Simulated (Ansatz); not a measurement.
# CH2BN (SMILES BC#N): MP2/def2-TZVP

Aim: the energy change on altering one bond length of CH2BN at MP2/def2-TZVP, from 2 runs. 

The calculation is run with Ansatz 0.2.0.

65 further runs of the same task are left out: 65 set aside as unsound or not needed. Runs told in other sessions of the task aren't counted.

## (1) The molecule

CH2BN has 5 atoms, charge 0, and is taken as a singlet. As SMILES, `BC#N`. The coordinates come from a PBE0-D4/def2-TZVP relaxation.

Bond lengths: B1–C2 1.522 Å, C2–N3 1.154 Å, B1–H4 1.189 Å, B1–H5 1.189 Å. Angles: B1–C2–N3 180.0°, C2–B1–H4 118.9°, C2–B1–H5 118.9°, H4–B1–H5 122.2°.

## (2) A single-point energy at MP2/def2-TZVP

File job.yaml:

```yaml
crystal:
  periodic: [false, false, false]
  atoms:
    - {symbol: B, position_ang: [-0.219200, 0.441300, -0.341900]}
    - {symbol: C, position_ang: [0.352700, -0.696700, 0.490700]}
    - {symbol: N, position_ang: [0.786500, -1.559600, 1.122200]}
    - {symbol: H, position_ang: [-0.744300, 0.187400, -1.377600]}
    - {symbol: H, position_ang: [-0.125900, 1.554000, 0.065300]}
basis:
  gaussian:
    orbitals: def2-TZVP
correlation:
  method: mp2
  frozen_orbitals: {B: 1, C: 1, H: 0, "N": 1}
accuracy: high
```

Run with:

```console
$ ansatz run job.yaml --threads 1 --pin off --max-ram 3480MiB --events-out events.jsonl --progress --plain --runs-dir runs
```

What it wrote:

```text
Warning: RAYON_NUM_THREADS=1 ignored (pool sized by the plan → 1); use --threads N
Functional definition: HF
  name "HF"
  exchange = exact_x
  correlation = 0
1710 factors; integrals over basis functions are off by at most 3.6e-9 eV
mean field evaluation 1: about -3213.8997 eV, gradient 2.7e1 eV
mean field evaluation 2: about -3213.9049 eV, gradient 2.7e1 eV
mean field evaluation 4: about -3215.9780 eV, gradient 3.9e0 eV
mean field evaluation 8: about -3216.0336 eV, gradient 8.0e-4 eV
mean field -3216.03359111 eV, -118.1870545673 hartree, gradient 2.8e-8 eV, S^2 0.000000; 0 other end points of the search recorded, 0 dependent functions left out
3 core orbitals not correlated: weight in the atoms' cores, before any rotation towards them, 1.000 or more for the frozen orbitals, at most 0.000 for the correlated occupied ones
reference -3216.03359111 eV, -118.1870545673 hartree; 7, 7 occupied and 95, 95 virtual orbitals, 1710 factors
second order -11.60223327 eV of doubles, -0.00000000 eV of singles
Total energy: -3227.63582438 eV, -118.6134287757 hartree
```

Run time: 2.6 s. Hardware: 1 thread of Arm Neoverse V2, shared host; peak memory 0.21 GiB.

## (3) The distorted shape at the same level

File input.yaml:

```yaml
crystal:
  periodic: [false, false, false]
  atoms:
    - {symbol: B, position_ang: [0.410915, 0.745977, 0.900929]}
    - {symbol: C, position_ang: [0.982815, -0.392023, 1.733529]}
    - {symbol: N, position_ang: [1.416615, -1.254923, 2.365029]}
    - {symbol: H, position_ang: [-0.744300, 0.187400, -1.377600]}
    - {symbol: H, position_ang: [0.504215, 1.858677, 1.308129]}
basis:
  gaussian:
    orbitals: def2-TZVP
correlation:
  method: mp2
  frozen_orbitals: {B: 1, C: 1, H: 0, "N": 1}
accuracy: high
```

Run with:

```console
$ ansatz run input.yaml --threads 1 --pin off --max-ram 3480MiB --events-out events.jsonl --progress --plain --runs-dir runs
```

What it wrote, cut to the lines that bear on the results:

```text
Warning: RAYON_NUM_THREADS=1 ignored (pool sized by the plan → 1); use --threads N
Functional definition: HF
  name "HF"
[...]
1690 factors; integrals over basis functions are off by at most 3.7e-9 eV
[...]
mean field -3210.69191274 eV, -117.9907515082 hartree, gradient 1.5e-8 eV, S^2 0.000000; 1 other end points of the search recorded, 0 dependent functions left out; unrestricted orbitals would lower it
unrestricted determinant -3212.35384993 eV, -118.0518265732 hartree, S^2 0.9576
3 core orbitals not correlated: weight in the atoms' cores, before any rotation towards them, 1.000 or more for the frozen orbitals, at most 0.000 for the correlated occupied ones
reference -3210.69191274 eV, -117.9907515082 hartree; 7, 7 occupied and 95, 95 virtual orbitals, 1690 factors
second order -12.11289040 eV of doubles, -0.00000000 eV of singles
Total energy: -3222.80480315 eV, -118.4358920201 hartree
```

Run time: 3.9 s. Hardware: 1 thread of Arm Neoverse V2, shared host; peak memory 0.23 GiB.

## (4) Summary of results

At MP2/def2-TZVP, 3 core orbitals frozen:

```
                                                         quantity          value
                                        first shape: total energy  -118.61343 Eh
         first shape: correlation energy (3 core orbitals frozen)     -426.4 mEh
                                    distorted shape: total energy  -118.43589 Eh
     distorted shape: correlation energy (3 core orbitals frozen)     -445.1 mEh
energy change with the B1–H4 bond stretched from 1.189 to 2.615 Å       4.831 eV
```

**Reading.** With the B1–H4 bond stretched from 1.189 to 2.615 Å the energy rises by 4.83 eV (466 kJ/mol). The first shape isn't relaxed at this level, so the change isn't measured from a minimum. A restricted reference can't describe the breaking bond well at this length. The restricted solution (distorted shape) is unstable to spin breaking: an unrestricted one lies lower.
